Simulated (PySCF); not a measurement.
butadiene cation (C₄H₆), SMILES C=CC=C (connectivity only; charge and spin as stated), charge +1, multiplicity 2. Atoms are numbered in the order given.

```xyz
10

C      0.1047    -1.8538     0.0000
C     -0.4160    -0.5671     0.0000
C      0.4160     0.5671     0.0000
C     -0.1047     1.8538     0.0000
H      1.1866    -2.0267     0.0000
H     -0.5520    -2.7294     0.0000
H     -1.5036    -0.4301     0.0000
H      1.5036     0.4301     0.0000
H      0.5520     2.7294     0.0000
H     -1.1866     2.0267     0.0000
```
Charge +1, spin multiplicity 2.

Geometry: PBE0-D3(BJ)/def2-SVP. The spin state was assumed, not searched. Other conformers were not sampled.

These are PBE0-D3(BJ)/def2-SVP (PySCF) values and carry that method's errors.

Harmonic, unscaled wavenumbers; measured fundamentals usually lie a few per cent lower.

```json
[
 {"mode": "1", "ν (cm⁻¹)": "191", "IR (km/mol)": "5.8", "moving atoms (share of kinetic energy)": "C 71 %, H 29 %"},
 {"mode": "2", "ν (cm⁻¹)": "292", "IR (km/mol)": "1.3", "moving atoms (share of kinetic energy)": "C 60 %, H 40 %"},
 {"mode": "3", "ν (cm⁻¹)": "431", "IR (km/mol)": "1.6", "moving atoms (share of kinetic energy)": "H 100 %"},
 {"mode": "4", "ν (cm⁻¹)": "515", "IR (km/mol)": "0.0", "moving atoms (share of kinetic energy)": "C 69 %, H 31 %"},
 {"mode": "5", "ν (cm⁻¹)": "515", "IR (km/mol)": "0.0", "moving atoms (share of kinetic energy)": "H 79 %, C 21 %"},
 {"mode": "6", "ν (cm⁻¹)": "911", "IR (km/mol)": "0.0", "moving atoms (share of kinetic energy)": "H 75 %, C 25 %"},
 {"mode": "7", "ν (cm⁻¹)": "936", "IR (km/mol)": "0.0", "moving atoms (share of kinetic energy)": "H 62 %, C 38 %"},
 {"mode": "8", "ν (cm⁻¹)": "993", "IR (km/mol)": "0.7", "moving atoms (share of kinetic energy)": "H 82 %, C 18 %"},
 {"mode": "9", "ν (cm⁻¹)": "1012", "IR (km/mol)": "68.1", "moving atoms (share of kinetic energy)": "H 92 %, C 8 %"},
 {"mode": "10", "ν (cm⁻¹)": "1036", "IR (km/mol)": "11.7", "moving atoms (share of kinetic energy)": "H 68 %, C 32 %"},
 {"mode": "11", "ν (cm⁻¹)": "1046", "IR (km/mol)": "0.0", "moving atoms (share of kinetic energy)": "H 61 %, C 39 %"},
 {"mode": "12", "ν (cm⁻¹)": "1278", "IR (km/mol)": "0.0", "moving atoms (share of kinetic energy)": "H 83 %, C 17 %"},
 {"mode": "13", "ν (cm⁻¹)": "1281", "IR (km/mol)": "62.7", "moving atoms (share of kinetic energy)": "H 53 %, C 47 %"},
 {"mode": "14", "ν (cm⁻¹)": "1292", "IR (km/mol)": "0.0", "moving atoms (share of kinetic energy)": "C 65 %, H 35 %"},
 {"mode": "15", "ν (cm⁻¹)": "1350", "IR (km/mol)": "93.0", "moving atoms (share of kinetic energy)": "H 68 %, C 32 %"},
 {"mode": "16", "ν (cm⁻¹)": "1476", "IR (km/mol)": "0.0", "moving atoms (share of kinetic energy)": "H 74 %, C 26 %"},
 {"mode": "17", "ν (cm⁻¹)": "1513", "IR (km/mol)": "38.9", "moving atoms (share of kinetic energy)": "H 58 %, C 42 %"},
 {"mode": "18", "ν (cm⁻¹)": "1682", "IR (km/mol)": "0.0", "moving atoms (share of kinetic energy)": "C 85 %, H 15 %"},
 {"mode": "19", "ν (cm⁻¹)": "3168", "IR (km/mol)": "35.7", "moving atoms (share of kinetic energy)": "H 95 %"},
 {"mode": "20", "ν (cm⁻¹)": "3170", "IR (km/mol)": "0.0", "moving atoms (share of kinetic energy)": "H 95 %"},
 {"mode": "21", "ν (cm⁻¹)": "3199", "IR (km/mol)": "0.0", "moving atoms (share of kinetic energy)": "H 91 %, C 9 %"},
 {"mode": "22", "ν (cm⁻¹)": "3205", "IR (km/mol)": "8.5", "moving atoms (share of kinetic energy)": "H 92 %, C 8 %"},
 {"mode": "23", "ν (cm⁻¹)": "3292", "IR (km/mol)": "34.0", "moving atoms (share of kinetic energy)": "H 89 %, C 11 %"},
 {"mode": "24", "ν (cm⁻¹)": "3293", "IR (km/mol)": "0.2", "moving atoms (share of kinetic energy)": "H 89 %, C 11 %"}
]
```
